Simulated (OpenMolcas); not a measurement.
# singlet CH4FSi−: levels of theory compared

Aim: a comparison of 6 runs (HF/3-21G, HF/aug-cc-pVDZ, B2PLYP/aug-cc-pVDZ, B3LYP/aug-cc-pVDZ, M06-L/aug-cc-pVDZ, SVWN5/aug-cc-pVDZ) of singlet CH4FSi−. 

The calculation is run with OpenMolcas 26.06.

1 further run of the same task is left out (set aside as unsound or not needed).

## 1. The structure to begin with

CH4FSi− has 7 atoms, charge -1, and is taken as a singlet. As SMILES of the parent species, `C[SiH]F`. Geometry: relaxed at PBE0-D4/def2-TZVP. That shape belongs to the parent species and isn't relaxed for this state.

Bond lengths: C1–Si2 1.864 Å, Si2–F3 1.609 Å, C1–H4 1.091 Å, C1–H5 1.093 Å, C1–H6 1.094 Å, Si2–H7 1.494 Å. Angles: C1–Si2–F3 108.7°, C1–Si2–H7 111.7°, F3–Si2–H7 106.7°, Si2–C1–H4 111.5°, Si2–C1–H5 109.9°, Si2–C1–H6 110.0°, H4–C1–H5 108.4°, H4–C1–H6 108.5°, H5–C1–H6 108.5°.

## 2. The energy at HF/3-21G (run 1)

test.input

```
&GATEWAY
 BasLib
 $CurrDir
 Coord
 7
 angstrom
 C       -0.653500       0.389500      -0.298000
 Si       0.917400      -0.594100      -0.104100
 F        0.640700      -1.812800       0.909600
 H       -1.444900      -0.207800      -0.754100
 H       -0.470200       1.260900      -0.931700
 H       -1.000700       0.738300       0.679600
 H        2.011300       0.226000       0.498700
 Basis
 3-21G
 Group
 NoSym

&SEWARD

&SCF
 Charge
 -1
 Thresholds
 1e-10 1e-07 1e-07 1e-05
 PrOrbitals
 1 1
```

The basis set 3-21G is read from a file made from the Basis Set Exchange's data (not shown).

Started as:

```console
$ export MOLCAS_MEM=1860
$ pymolcas test.input > test.log
```

What it wrote:

```text
--- Start Module: gateway ---
[...]
--- Stop Module: gateway /rc=_RC_ALL_IS_WELL_ ---
--- Start Module: seward ---
[...]
      Basis functions           39
--- Stop Module: seward /rc=_RC_ALL_IS_WELL_ ---
[...]
--- Start Module: scf ---
[...]
       Convergence after  16 Iterations
[...]
::    Total SCF energy                               -426.2734753868
[...]
      Total spin, S                                     0.0000000000
[...]
      Total electronic charge=   34.000000
      Total            charge=   -1.000000
[...]
      Dipole Moment (debye):
      Origin of the operator (angstrom)=    0.4616   -0.7040    0.1632
                   X= -2.6334E+00               Y=  1.1377E+00               Z=  1.8959E+00           Total=  3.4385E+00
      Center of Charge (angstrom)
[...]
--- Stop Module: scf /rc=_RC_ALL_IS_WELL_ ---
[...]
```

Run time: 2.6 s. Hardware: 1 thread of Intel Xeon Platinum 8259CL at 2.50GHz (Skylake/Cascade Lake), shared host; peak memory 0.38 GiB.

## 3. A single-point energy at HF/aug-cc-pVDZ (run 2)

run.inp

```
* CH4FSi Hartree-Fock

&GATEWAY
  BasLib=$CurrDir
  Coord
  7
  angstrom
  C       -0.653500       0.389500      -0.298000
  Si       0.917400      -0.594100      -0.104100
  F        0.640700      -1.812800       0.909600
  H       -1.444900      -0.207800      -0.754100
  H       -0.470200       1.260900      -0.931700
  H       -1.000700       0.738300       0.679600
  H        2.011300       0.226000       0.498700
  Basis=aug-cc-pVDZ
  Group=NoSym

&SEWARD

&SCF
  Charge=-1
  Thresholds=1e-10 1e-07 1e-07 1e-05
  PrOrbitals=0
```

The basis set aug-cc-pVDZ is read from a file made from the Basis Set Exchange's data (not shown).

Started as:

```console
$ export MOLCAS_MEM=1860
$ pymolcas run.inp > run.log
```

What it wrote:

```text
--- Start Module: gateway ---
[...]
--- Stop Module: gateway /rc=_RC_ALL_IS_WELL_ ---
--- Start Module: seward ---
[...]
      Basis functions          109
--- Stop Module: seward /rc=_RC_ALL_IS_WELL_ ---
[...]
--- Start Module: scf ---
[...]
       Convergence after  17 Iterations
[...]
::    Total SCF energy                               -428.5896753759
[...]
      Total spin, S                                     0.0000000000
[...]
      Total electronic charge=   34.000000
      Total            charge=   -1.000000
[...]
      Dipole Moment (debye):
      Origin of the operator (angstrom)=    0.4616   -0.7040    0.1632
                   X= -3.0863E+00               Y=  1.4530E+00               Z=  3.4503E+00           Total=  4.8519E+00
      Center of Charge (angstrom)
[...]
--- Stop Module: scf /rc=_RC_ALL_IS_WELL_ ---
[...]
```

Wall time 22 s (1 thread of Intel Xeon Platinum 8259CL at 2.50GHz (Skylake/Cascade Lake), shared host); peak memory 0.64 GiB.

Runs 3 to 5 aren't shown in full; the table further down has their settings and results.

## 4. The energy at SVWN5/aug-cc-pVDZ (run 6)

job.inp

```
&GATEWAY
BasLib=$CurrDir
Coord
7
angstrom
C       -0.653500       0.389500      -0.298000
Si       0.917400      -0.594100      -0.104100
F        0.640700      -1.812800       0.909600
H       -1.444900      -0.207800      -0.754100
H       -0.470200       1.260900      -0.931700
H       -1.000700       0.738300       0.679600
H        2.011300       0.226000       0.498700
Basis=aug-cc-pVDZ
Group=NoSym
&SEWARD
GridInput
Grid=UltraFine
End of Grid
&SCF
Charge=-1
KSDFT=SVWN5
Thresholds=1e-10 1e-07 1e-07 1e-05
PrOrbitals=1 1
```

The basis set aug-cc-pVDZ is read from a file made from the Basis Set Exchange's data (not shown).

Started as:

```console
$ export MOLCAS_MEM=1860
$ pymolcas job.inp > job.log
```

What it wrote:

```text
--- Start Module: gateway ---
[...]
--- Stop Module: gateway /rc=_RC_ALL_IS_WELL_ ---
--- Start Module: seward ---
[...]
      Basis functions          109
--- Stop Module: seward /rc=_RC_ALL_IS_WELL_ ---
[...]
--- Start Module: scf ---
[...]
       Convergence after  24 Iterations
[...]
::    Total KS-DFT energy                            -427.7068661070
[...]
      Total spin, S                                     0.0000000000
[...]
      Total electronic charge=   34.000000
      Total            charge=   -1.000000
[...]
      Dipole Moment (debye):
      Origin of the operator (angstrom)=    0.4616   -0.7040    0.1632
                   X= -2.0818E+00               Y=  8.0769E-01               Z=  3.1588E+00           Total=  3.8683E+00
      Center of Charge (angstrom)
[...]
--- Stop Module: scf /rc=_RC_ALL_IS_WELL_ ---
[...]
```

Run time: 63 s. Hardware: 1 thread of Intel Xeon Platinum 8259CL at 2.50GHz (Skylake/Cascade Lake), shared host; peak memory 0.64 GiB.

## 5. All runs side by side

| run | level | frozen core orbitals | integration grid | energy (Eh) | HOMO energy (eV) | LUMO energy (eV) | HOMO–LUMO gap (eV) | wall time |
| --- | --- | --- | --- | --- | --- | --- | --- | --- |
| 1 | HF/3-21G | – | – | -426.273475 | 0.14 | 11.28 | 11.14 | 2.6 s |
| 2 | HF/aug-cc-pVDZ | – | – | -428.589675 | -0.65 | 3.91 | 4.56 | 22 s |
| 3 | B2PLYP/aug-cc-pVDZ | 7 | UltraFine | -429.650173 | 0.44 | 3.34 | 2.90 | 74 s |
| 4 | B3LYP/aug-cc-pVDZ | – | UltraFine | -429.917599 | 1.14 | 2.80 | 1.67 | 74 s |
| 5 | M06-L/aug-cc-pVDZ | – | UltraFine | -429.864382 | 1.85 | 3.12 | 1.27 | 2.2 min |
| 6 | SVWN5/aug-cc-pVDZ | – | UltraFine | -427.706866 | 1.62 | 2.51 | 0.88 | 63 s |

## 6. Results

| quantity | value |
| --- | --- |
| run 6: total energy | -427.70687 Eh |
| run 6: HOMO energy | 1.62 eV |
| run 6: LUMO energy | 2.51 eV |
| run 6: HOMO–LUMO gap (to an unbound level, set by the basis) | 0.88 eV |

In words: The HOMO–LUMO gap runs from 0.88 eV (SVWN5/aug-cc-pVDZ) to 11.14 eV (HF/3-21G). The two ends differ in method and basis. The empty levels of an anion lie above zero and hang on the basis. For B2PLYP the log adds the whole second-order term; the table takes 0.27 of it, as the functional is defined. Totals of different functionals can't be ranked against each other. In runs 1, 3, 4, 5, 6 the HOMO lies above zero, so the outermost electron may be held by the basis alone. All runs together took 6.2 min, the longest 2.2 min.
